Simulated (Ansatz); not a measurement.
# BH6OSi+ (SMILES B[SiH2][OH2+]): functionals against CCSD(T) at one geometry

One table from this session's results is given with a row withheld; the runs are named, their logs left out.

Method: single points in def2-TZVPP; program: Ansatz 0.2.0, Gaussian basis.

Correlated methods freeze the cores. B3LYP uses VWN-RPA correlation.

### Starting geometry

9 atoms, charge 1, spin multiplicity 1.

Atoms are counted from 1 here; the program's logs count them from 0.

Bond lengths: B1–Si2 1.978 Å, B1–H4 1.131 Å, B1–H5 1.117 Å, Si2–O3 1.981 Å, Si2–H6 1.545 Å, Si2–H7 1.418 Å, O3–H8 0.920 Å, O3–H9 1.041 Å. Angles: Si2–B1–H4 119.7°, Si2–B1–H5 118.3°, H4–B1–H5 121.7°, B1–Si2–O3 103.5°, B1–Si2–H6 124.7°, B1–Si2–H7 129.0°, O3–Si2–H6 94.5°, O3–Si2–H7 87.2°, H6–Si2–H7 103.4°, Si2–O3–H8 117.7°, Si2–O3–H9 121.2°, H8–O3–H9 114.8°.

Geometry (Å):

```tsv
atom	x (Å)	y (Å)	z (Å)
B1	-1.1309	0.7089	-1.0820
Si2	0.5344	0.5892	-0.0221
O3	0.4368	-1.2166	0.7875
H4	-1.9015	-0.1153	-1.0089
H5	-1.2287	1.5404	-1.8216
H6	0.7744	1.3122	1.3222
H7	1.8430	0.2501	-0.4515
H8	1.2244	-1.6054	1.0625
H9	-0.4096	-1.5309	1.3059
```

Set-up of the first run:

run/in.yaml

```yaml
crystal:
  periodic: [false, false, false]
  atoms:
    - {symbol: B, position_ang: [-1.130900, 0.708900, -1.082000]}
    - {symbol: Si, position_ang: [0.534400, 0.589200, -0.022100]}
    - {symbol: O, position_ang: [0.436800, -1.216600, 0.787500]}
    - {symbol: H, position_ang: [-1.901500, -0.115300, -1.008900]}
    - {symbol: H, position_ang: [-1.228700, 1.540400, -1.821600]}
    - {symbol: H, position_ang: [0.774400, 1.312200, 1.322200]}
    - {symbol: H, position_ang: [1.843000, 0.250100, -0.451500]}
    - {symbol: H, position_ang: [1.224400, -1.605400, 1.062500]}
    - {symbol: H, position_ang: [-0.409600, -1.530900, 1.305900]}
basis:
  gaussian: {orbitals: def2-TZVPP}
total_charge: 1
correlation: {method: ccsd_t}
output: {forces: true}
```

No record of the launch command was kept for these runs.

Steps of the session up to this table: CCSD(T)/def2-TZVPP; PBE0-D4/def2-TZVPP; wB97M-V/def2-TZVPP; r2SCAN-D4/def2-TZVPP; PBE-D4/def2-TZVPP; B3LYP-D4/def2-TZVPP; LC-wPBE/def2-TZVPP.

One of the session's tables, all rows but one given; the rest of the session is left out.

```
   method  RMS force component (eV/Å)  angle to CCSD(T) forces (°)
  CCSD(T)                       1.541                    reference
  PBE0-D4                       1.532                          3.6
  wB97M-V                       1.508                          2.5
r2SCAN-D4                       1.518                          3.8
   PBE-D4                           ?                            ?
 B3LYP-D4                       1.499                          2.6
  LC-wPBE                       1.556                          2.9
```

**Question.** Estimate the row for PBE-D4.

**Answer.** RMS force component (eV/Å): 1.533; angle to CCSD(T) forces (°): 8.7. In the column «RMS force component (eV/Å)» it lies between PBE0-D4 (1.532) and CCSD(T) (1.541).
